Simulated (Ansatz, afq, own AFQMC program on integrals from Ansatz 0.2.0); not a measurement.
BH3Cl, doublet in cc-pVTZ, levels against AFQMC with the constraint released

```
atom    x (Å)    y (Å)   z (Å)
   B  -2.0592   0.0000  0.0000
   H  -2.6560   1.0336  0.0000
   H  -2.6560  -1.0336  0.0000
   H  -0.5552   0.0000  0.0000
  Cl   0.7948   0.0000  0.0000
```

Connectivity, by distances: BH2 ··· Cl, 1 bridging H.

Basis cc-pVTZ. Only valence electrons are correlated. Integrals, coupled cluster, full CI and functionals: Ansatz 0.2.0; the random walks run on the same integrals in our own AFQMC program. ph-AFQMC/CISD is guided by a CISD state made of CCSD amplitudes; releasing the constraint for a short imaginary time cuts its bias at the price of noise, slowly where states lie close. ± is one standard error of the sampling.

Determinant: UHF, the one that the program's search chose, which needn't be the lowest solution. The geometry is a point of a scan.

No full CI on the walks' own integrals is used here. The released AFQMC energy serves as the reference, which it does only where one determinant dominates, the energy is flat over the last release times and near the phaseless one (40 meV or 2 meV an electron, half that with transition metals). On small molecules, where full CI could be run and the noise was under 10 meV, such values lay within 10 meV of it in 19 cases of 20, a flattering rate, since the rule was set on those same cases; what remains of the bias isn't in the error bar.

Cautions: the released value is read at 2.40 1/Eh (meV from the phaseless value at times in 1/Eh: 2 ± 4 at 0.24, -5 ± 4 at 0.51, -8 ± 6 at 0.99, -7 ± 6 at 1.62, -13 ± 7 at 2.40).

The T1 diagnostic is 0.0118, the weight of the determinant in the CISD state is 0.872 and the ⟨S²⟩ of the determinant is 0.770. The size of the correlated space is 13 electrons in 100 orbitals.

Reference: AFQMC with the constraint released, correlation energy -9.481 ± 0.007 eV.

| level | E − E(reference) (kJ/mol) | share of correlation (%) |
| --- | --- | --- |
| HF | 914.8 ± 0.7 | 0.00 |
| MP2 | 133.1 ± 0.7 | 85.45 |
| CCSD | 34.3 ± 0.7 | 96.26 |
| CCSD(T) | 4.3 ± 0.7 | 99.53 |
| ph-AFQMC/HF | 3.8 ± 2.7 | 99.59 |
| ph-AFQMC/CISD | 1.2 ± 0.9 | 99.86 |

A walk keeps the symmetry of its determinant, which the program's search chose and which needn't be the lowest solution, so a lower state of the same spin and another symmetry isn't excluded. Released energies are given only where the last usable release times agree within the noise; a slower fall can still hide under it.
